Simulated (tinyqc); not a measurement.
Extended Hueckel theory, for HCl+, step by step. The parameters take no account of the charge, which enters only through the electron count. Computed by tinyqc, a small Python program that keeps every step (integrals from PySCF). Settings: charge = 1, K = 1.75, multiplicity = 2. Command: `OMP_NUM_THREADS=1 python tinyqc.py 25773 25774 out.jsonl` (the two numbers bound the seeds that draw the settings). One thread of a shared host (Intel(R) Xeon(R) Processor @ 2.60GHz), about 0.01 s of CPU time with the checks.

## Overlaps

Geometry (angstrom):
```
atom         x         y         z
Cl    0.000000  0.000000  0.000000
H     0.000000  0.000000  1.125000
```

Parameters chosen for this run:
```
element  shell  Slater exponent   H_ii (eV)
Cl          3s         2.183000  -26.300000
Cl          3p         1.733000  -14.200000
H           1s         1.300000  -13.600000
```

Slater orbitals, each expanded in six Gaussians scaled to its exponent.

overlap S:
```
           1Cl 3s   1Cl 3px   1Cl 3py   1Cl 3pz     2H 1s
1Cl 3s   1.000000  0.000000  0.000000  0.000000  0.477491
1Cl 3px  0.000000  1.000000  0.000000  0.000000  0.000000
1Cl 3py  0.000000  0.000000  1.000000  0.000000  0.000000
1Cl 3pz  0.000000  0.000000  0.000000  1.000000  0.569363
2H 1s    0.477491  0.000000  0.000000  0.569363  1.000000
```

## Wolfsberg-Helmholz matrix

diagonal H_ii (eV): 1Cl 3s -26.300000, 1Cl 3px -14.200000, 1Cl 3py -14.200000, 1Cl 3pz -14.200000, 2H 1s -13.600000

K = 1.750000

H_ij = K' S_ij (H_ii + H_jj)/2 for i != j (the diagonal keeps H_ii), with K' = 1.75.

H (eV):
```
             1Cl 3s     1Cl 3px     1Cl 3py     1Cl 3pz       2H 1s
1Cl 3s   -26.300000    0.000000    0.000000    0.000000  -16.670418
1Cl 3px    0.000000  -14.200000    0.000000    0.000000    0.000000
1Cl 3py    0.000000    0.000000  -14.200000    0.000000    0.000000
1Cl 3pz    0.000000    0.000000    0.000000  -14.200000  -13.849767
2H 1s    -16.670418    0.000000    0.000000  -13.849767  -13.600000
```

## Orbitals

valence electrons = 7

Solve H C = S C e through S^(-1/2); fill by pairs from the bottom, a degenerate level sharing its electrons equally; each orbital has its largest coefficient positive (the first on a tie).

orbital energies (eV): -27.284928  -16.222174  -14.200000  -14.200000  19.735507

occupations: 2.000000  2.000000  1.500000  1.500000  0.000000

coefficients:
```
               MO1        MO2       MO3        MO4        MO5
1Cl 3s    0.869771  -0.299520  0.000000   0.000000  -0.814191
1Cl 3px   0.000000   0.000000  0.946668  -0.322209   0.000000
1Cl 3py   0.000000   0.000000  0.322209   0.946668   0.000000
1Cl 3pz  -0.030294   0.771645  0.000000   0.000000  -1.061852
2H 1s     0.235211   0.338228  0.000000   0.000000   1.436413
```

sum of one-electron energies = -129.614204 eV

Within a degenerate level the vectors are fixed only up to a rotation; this is one choice.

## Mulliken analysis

P = C n C^T; charge = valence electrons (Cl 7, H 1) minus the sum of (P S)_ii on the atom; overlap population = 2 sum P_ij S_ij between two atoms.

charges: 1Cl 0.727155, 2H 0.272845

Overlap populations:
```
pair     value
2-1   0.775419
```
